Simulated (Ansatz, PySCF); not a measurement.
Molecule: difluoromethane, CH₂F₂, charge 0, multiplicity 1. SMILES: FCF
Coordinates optimised at B3LYP-D3(BJ)/def2-TZVP (Ansatz, an electronic-structure program):
```xyz
5

C      0.0044     0.0053     0.5043
F     -0.0170     1.1024    -0.3021
F      0.0119    -1.1085    -0.2792
H     -0.9025    -0.0002     1.1113
H      0.9218     0.0234     1.0951
```
Charge 0, spin multiplicity 1.

PBE beside other levels, property by property. Cores are frozen in the correlated levels unless marked. UHF or UKS for open shells. Spin-orbit coupling is left out. No relativistic terms. CBS marks a two-point X^-3 extrapolation of the correlation energy; Hartree-Fock from the larger set. [CCSD(T)-MP2]/basis is that difference in the basis named. Rows marked 298 K are enthalpies with B3LYP-D3(BJ) harmonic zero-point and thermal terms from PySCF. Enthalpies of formation rest on the atoms' values in the G2/97 table (older ones for B and Si), with no core term in the frozen-core levels. Anions need diffuse functions, of which def2-TZVPD holds fewer than the aug- sets. The coupled-cluster column (Ansatz) is a level with limits of its own: (a) RI-MP2/CBS(aug-cc-pVTZ,aug-cc-pVQZ)+[CCSD(T)-MP2]/aug-cc-pVTZ; (b) CCSD(T)/CBS(cc-pVTZ,cc-pVQZ).

| property | PBE/def2-TZVPD (Ansatz) | r2SCAN-D4/def2-TZVPD (Ansatz + dftd4) | wB97X-V/def2-TZVPD (Ansatz) | CCSD(T)/cc-pVTZ (Ansatz) | coupled cluster | measured |
|---|---|---|---|---|---|---|
| deprotonation enthalpy (C-H bond), 298 K, to F[CH-]F + H+ (kcal/mol) | 394.2 | 398.8 | 398.9 | 409.8 | 398.8 (a) | - |
| enthalpy of formation at 298 K by atomisation (kcal/mol) | -121.6 | -108.7 | -108.4 | -96.7 | -108.3 (b) | -107.8 |
| C-F bond dissociation enthalpy, 298 K, to [CH2]F + F atom (kcal/mol) | 122.0 | 115.5 | 119.2 | 116.6 | 120.4 (b) | - |
| C-H bond dissociation enthalpy, 298 K, to F[CH]F + H atom (kcal/mol) | 95.6 | 95.3 | 99.7 | 100.4 | 102.4 (a) | - |

Measured values: Active Thermochemical Tables 1.112 (ions: stationary electron), as tabulated in the package chemicals; they hold spin-orbit effects, which all levels lack, and core correlation, which the frozen-core levels lack.

As the rows show:
- deprotonation enthalpy (C-H bond), 298 K, to F[CH-]F + H+: PBE lies 4.6 kcal/mol below coupled cluster.
- enthalpy of formation at 298 K by atomisation: PBE lies 13.8 kcal/mol below the measured value.
- C-F bond dissociation enthalpy, 298 K, to [CH2]F + F atom: PBE lies 1.6 kcal/mol above coupled cluster.
- C-H bond dissociation enthalpy, 298 K, to F[CH]F + H atom: PBE lies 6.8 kcal/mol below coupled cluster.
